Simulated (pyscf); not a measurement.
`[F][InH][Cl]` → `[Cl][In]` [singlet] + `[FH]` (1,1-elimination; singlet surface; F–In, H–In broken, F–H formed). PySCF, gas phase, ωB97X-D3(BJ)/def2-SVP geometries. MP2 and CC: frozen core, UHF for open shells. ΔMP2 is the change of the MP2 total energy from the triple- to the quadruple-zeta basis. Rate constants from transition-state theory at the high-pressure limit, CCSD(T)/def2-TZVPP + ΔMP2(QZVPP) energies (ideal gas, 1 atm, RRHO with modes under 100 cm⁻¹ raised to 100, one conformer, R ln 2 for chiral ones without a mode under 150 cm⁻¹; no tunnelling), k in s⁻¹.

| T (K) | 1000/T | log10 k |
|---|---|---|
| 298 | 3.354 | -15.66 |
| 600 | 1.667 | -1.12 |
| 900 | 1.111 | ? |
| 1200 | 0.833 | 6.09 |

Fit an Arrhenius line to the three values, give the activation energy, and predict k at 900 K.

Least squares gives log10 k = 13.27 − 8.63 × 1000/T, so Ea = 8.63 × ln 10 × 1.987 = 39.5 kcal/mol, against an electronic barrier of 39.9. At 900 K the line gives 3.68; the computed value is 3.68 (ΔG‡ = 39.5 kcal/mol), close to the line. This is the saddle that the search found; another between the same sides may lie lower. The CCSD(T) − MP2 part came from Ansatz, without density fitting, on the same reference. The frozen core leaves the outer d or s,p core shells of the metals and heavy elements correlated in the MP2 and CC values, and def2-TZVPP describes them poorly, which can shift differences by a few kcal/mol. Elements past Kr carry the def2 core potentials, without spin-orbit coupling.
